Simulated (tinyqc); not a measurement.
Worked calculation: UKS/PBE0 in the sto-6g basis, for CH, spin multiplicity 4. One step of it, computed by the program tinyqc.

Problem. Iteration 2: building the Kohn-Sham matrix. J_ij = sum D_kl (ij|kl) with D = D(alpha) + D(beta), K_ij = sum D_kl (ik|jl) for each spin; F = H + J - 0.25 K(s) + V_xc; E = tr D H + tr D J / 2 - 0.125 sum_s tr D(s) K(s) + E_xc + E_nn.

D(alpha) after iteration 1, order 1C 1s, 1C 2s, 1C 2px, 1C 2py, 1C 2pz, 2H 1s:
$$\begin{pmatrix}
1.063165 & -0.260674 & 0.000000 & 0.000000 & 0.018846 & 0.022161 \\
-0.260674 & 1.077310 & 0.000000 & 0.000000 & -0.078911 & -0.129722 \\
0.000000 & 0.000000 & 1.000000 & 0.000000 & 0.000000 & 0.000000 \\
0.000000 & 0.000000 & 0.000000 & 1.000000 & 0.000000 & 0.000000 \\
0.018846 & -0.078911 & 0.000000 & 0.000000 & 0.027340 & 0.150980 \\
0.022161 & -0.129722 & 0.000000 & 0.000000 & 0.150980 & 0.944082
\end{pmatrix}$$

D(beta) after iteration 1, order 1C 1s, 1C 2s, 1C 2px, 1C 2py, 1C 2pz, 2H 1s:
$$\begin{pmatrix}
0.994308 & 0.006153 & 0.000000 & 0.000000 & -0.005001 & -0.061616 \\
0.006153 & 0.043419 & 0.000000 & 0.000000 & 0.016807 & 0.193365 \\
0.000000 & 0.000000 & 0.000000 & 0.000000 & 0.000000 & 0.000000 \\
0.000000 & 0.000000 & 0.000000 & 0.000000 & 0.000000 & 0.000000 \\
-0.005001 & 0.016807 & 0.000000 & 0.000000 & 0.006561 & 0.075512 \\
-0.061616 & 0.193365 & 0.000000 & 0.000000 & 0.075512 & 0.869130
\end{pmatrix}$$

core Hamiltonian H = T + V (hartree), order 1C 1s, 1C 2s, 1C 2px, 1C 2py, 1C 2pz, 2H 1s:
$$\begin{pmatrix}
-18.214934 & -4.178249 & 0.000000 & 0.000000 & -0.005761 & -0.165499 \\
-4.178249 & -4.943266 & 0.000000 & 0.000000 & -0.063506 & -0.563507 \\
0.000000 & 0.000000 & -3.945736 & 0.000000 & 0.000000 & 0.000000 \\
0.000000 & 0.000000 & 0.000000 & -3.945736 & 0.000000 & 0.000000 \\
-0.005761 & -0.063506 & 0.000000 & 0.000000 & -3.977157 & -0.582956 \\
-0.165499 & -0.563507 & 0.000000 & 0.000000 & -0.582956 & -2.123596
\end{pmatrix}$$

Two-electron integrals (ij|kl) in chemists' order, unique and non-zero (hartree):
```
(11|11) 3.543743   (21|11) 0.529462   (21|21) 0.100317   (22|11) 0.853596
(22|21) 0.199930   (22|22) 0.624844   (31|31) 0.021271   (32|31) 0.031868
(32|32) 0.138108   (33|11) 0.853598   (33|21) 0.199930   (33|22) 0.624843
(33|33) 0.673218   (41|41) 0.021271   (42|41) 0.031868   (42|42) 0.138108
(43|43) 0.036281   (44|11) 0.853598   (44|21) 0.199930   (44|22) 0.624843
(44|33) 0.600655   (44|44) 0.673218   (51|51) 0.021271   (52|51) 0.031868
(52|52) 0.138108   (53|53) 0.036281   (54|54) 0.036281   (55|11) 0.853598
(55|21) 0.199930   (55|22) 0.624843   (55|33) 0.600655   (55|44) 0.600655
(55|55) 0.673218   (61|11) 0.021674   (61|21) 0.003966   (61|22) 0.007822
(61|33) 0.007794   (61|44) 0.007794   (61|51) 0.000263   (61|52) 0.000519
(61|55) 0.007877   (61|61) 0.000161   (62|11) 0.077725   (62|21) 0.018616
(62|22) 0.067623   (62|33) 0.065902   (62|44) 0.065902   (62|51) 0.001834
(62|52) 0.014115   (62|55) 0.071064   (62|61) 0.000766   (62|62) 0.011898
(63|31) 0.001590   (63|32) 0.009105   (63|53) 0.002482   (63|63) 0.001107
(64|41) 0.001590   (64|42) 0.009105   (64|54) 0.002482   (64|64) 0.001107
(65|11) 0.079181   (65|21) 0.019159   (65|22) 0.073105   (65|33) 0.069906
(65|44) 0.069906   (65|51) 0.003110   (65|52) 0.022384   (65|55) 0.079504
(65|61) 0.000812   (65|62) 0.015089   (65|65) 0.019883   (66|11) 0.275411
(66|21) 0.066975   (66|22) 0.274092   (66|33) 0.264581   (66|44) 0.264581
(66|51) 0.005714   (66|52) 0.061429   (66|55) 0.293113   (66|61) 0.002750
(66|62) 0.071515   (66|65) 0.098326   (66|66) 0.774999
```

nuclear repulsion = 1.65367878 hartree

V_xc(alpha) (hartree), order 1C 1s, 1C 2s, 1C 2px, 1C 2py, 1C 2pz, 2H 1s:
$$\begin{pmatrix}
-1.734897 & -0.220267 & 0.000000 & 0.000000 & 0.001068 & -0.009316 \\
-0.220267 & -0.433108 & 0.000000 & 0.000000 & 0.003258 & -0.047885 \\
0.000000 & 0.000000 & -0.452407 & 0.000000 & 0.000000 & 0.000000 \\
0.000000 & 0.000000 & 0.000000 & -0.452407 & 0.000000 & 0.000000 \\
0.001068 & 0.003258 & 0.000000 & 0.000000 & -0.394503 & -0.053819 \\
-0.009316 & -0.047885 & 0.000000 & 0.000000 & -0.053819 & -0.390663
\end{pmatrix}$$

V_xc(beta) (hartree), order 1C 1s, 1C 2s, 1C 2px, 1C 2py, 1C 2pz, 2H 1s:
$$\begin{pmatrix}
-1.695340 & -0.202446 & 0.000000 & 0.000000 & -0.001025 & -0.008690 \\
-0.202446 & -0.276778 & 0.000000 & 0.000000 & -0.025097 & -0.039732 \\
0.000000 & 0.000000 & -0.276889 & 0.000000 & 0.000000 & 0.000000 \\
0.000000 & 0.000000 & 0.000000 & -0.276889 & 0.000000 & 0.000000 \\
-0.001025 & -0.025097 & 0.000000 & 0.000000 & -0.276495 & -0.050028 \\
-0.008690 & -0.039732 & 0.000000 & 0.000000 & -0.050028 & -0.385207
\end{pmatrix}$$

E_xc = sum of w rho eps_xc = -4.31584975 hartree

Give: Coulomb J; exchange K(alpha); exchange K(beta); F(alpha); F(beta); total energy of this density.

Solution.

Coulomb J (hartree), order 1C 1s, 1C 2s, 1C 2px, 1C 2py, 1C 2pz, 2H 1s:
$$\begin{pmatrix}
10.2578 & 1.8012 & 0.0000 & 0.0000 & 0.0086 & 0.0726 \\
1.8012 & 4.1637 & 0.0000 & 0.0000 & 0.1070 & 0.4967 \\
0.0000 & 0.0000 & 4.1682 & 0.0000 & 0.0000 & 0.0000 \\
0.0000 & 0.0000 & 0.0000 & 4.1682 & 0.0000 & 0.0000 \\
0.0086 & 0.1070 & 0.0000 & 0.0000 & 4.1548 & 0.5641 \\
0.0726 & 0.4967 & 0.0000 & 0.0000 & 0.5641 & 2.8300
\end{pmatrix}$$

exchange K(alpha) (hartree), order 1C 1s, 1C 2s, 1C 2px, 1C 2py, 1C 2pz, 2H 1s:
$$\begin{pmatrix}
3.6429 & 0.5937 & 0.0000 & 0.0000 & -0.0002 & 0.0258 \\
0.5937 & 0.9543 & 0.0000 & 0.0000 & -0.0383 & 0.1260 \\
0.0000 & 0.0000 & 0.8648 & 0.0000 & 0.0000 & 0.0000 \\
0.0000 & 0.0000 & 0.0000 & 0.8648 & 0.0000 & 0.0000 \\
-0.0002 & -0.0383 & 0.0000 & 0.0000 & 0.2829 & 0.1451 \\
0.0258 & 0.1260 & 0.0000 & 0.0000 & 0.1451 & 0.7559
\end{pmatrix}$$

exchange K(beta) (hartree), order 1C 1s, 1C 2s, 1C 2px, 1C 2py, 1C 2pz, 2H 1s:
$$\begin{pmatrix}
3.5336 & 0.5421 & 0.0000 & 0.0000 & 0.0000 & 0.0218 \\
0.5421 & 0.1666 & 0.0000 & 0.0000 & 0.0474 & 0.1276 \\
0.0000 & 0.0000 & 0.0324 & 0.0000 & 0.0000 & 0.0000 \\
0.0000 & 0.0000 & 0.0000 & 0.0324 & 0.0000 & 0.0000 \\
0.0000 & 0.0474 & 0.0000 & 0.0000 & 0.0695 & 0.1264 \\
0.0218 & 0.1276 & 0.0000 & 0.0000 & 0.1264 & 0.7171
\end{pmatrix}$$

F(alpha) (hartree), order 1C 1s, 1C 2s, 1C 2px, 1C 2py, 1C 2pz, 2H 1s:
$$\begin{pmatrix}
-10.6027 & -2.7458 & 0.0000 & 0.0000 & 0.0040 & -0.1087 \\
-2.7458 & -1.4512 & 0.0000 & 0.0000 & 0.0563 & -0.1462 \\
0.0000 & 0.0000 & -0.4462 & 0.0000 & 0.0000 & 0.0000 \\
0.0000 & 0.0000 & 0.0000 & -0.4462 & 0.0000 & 0.0000 \\
0.0040 & 0.0563 & 0.0000 & 0.0000 & -0.2876 & -0.1090 \\
-0.1087 & -0.1462 & 0.0000 & 0.0000 & -0.1090 & 0.1268
\end{pmatrix}$$

F(beta) (hartree), order 1C 1s, 1C 2s, 1C 2px, 1C 2py, 1C 2pz, 2H 1s:
$$\begin{pmatrix}
-10.5358 & -2.7151 & 0.0000 & 0.0000 & 0.0018 & -0.1071 \\
-2.7151 & -1.0980 & 0.0000 & 0.0000 & 0.0066 & -0.1384 \\
0.0000 & 0.0000 & -0.0626 & 0.0000 & 0.0000 & 0.0000 \\
0.0000 & 0.0000 & 0.0000 & -0.0626 & 0.0000 & 0.0000 \\
0.0018 & 0.0066 & 0.0000 & 0.0000 & -0.1162 & -0.1005 \\
-0.1071 & -0.1384 & 0.0000 & 0.0000 & -0.1005 & 0.1420
\end{pmatrix}$$

total energy of this density = -37.772124 hartree
